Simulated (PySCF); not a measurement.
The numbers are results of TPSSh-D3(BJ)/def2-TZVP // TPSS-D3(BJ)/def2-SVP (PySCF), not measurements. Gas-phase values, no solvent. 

Reference species (SMILES): `[OH]` (neutral, multiplicity 2).

```json
{
  "dipole_moment": "1.75 D"
}
```

Changed species: `[SH]` (free radical SH; the reference has free radical OH).

Q: What does the change do to the dipole moment?

A: the dipole moment falls by 0.87 D, to 0.88 D.
